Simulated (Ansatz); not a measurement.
## Ansatz input wanted

The species is AlCl (2 atoms), meant as a singlet with charge 0. SMILES: `[Al][Cl]`. The bond length is the measured one. The run starts from this shape.

```xyz
2

Al    0.0000    0.0000    0.0000
Cl    0.0000    0.0000    2.1301
```

Settings wanted:

- basis set: pcseg-2
- core potential: none
- integral approximation: automatic
- integration grid: 16,14,47
- walk f tol: 0.002 eV/angstrom
- task: optimise
- method: DFT
- functional: CAM-B3LYP
- dispersion: none
- reference: RKS
- accuracy: medium

Problem. Write the Ansatz 0.2.0 input and the command.

Solution. One that was run (others would do as well):

input.yaml:
```yaml
crystal:
  periodic: [false, false, false]
  atoms:
    - {symbol: Al, position_ang: [0.000000, 0.000000, 0.000000]}
    - {symbol: Cl, position_ang: [0.000000, 0.000000, 2.130113]}
basis:
  gaussian:
    orbitals: pcseg-2
    final_grid:
      core_spheres: 16
      valence_spheres: 14
      degree: 47
hamiltonian:
  xc: {name: CAM-B3LYP}
relax:
  f_tol: 0.002
```

```bash
$ ansatz run input.yaml --threads 1 --pin off --max-ram 3480MiB --events-out events.jsonl --progress --plain --runs-dir runs
```

Calculated total energy at the end of the run: -702.73562 Eh.
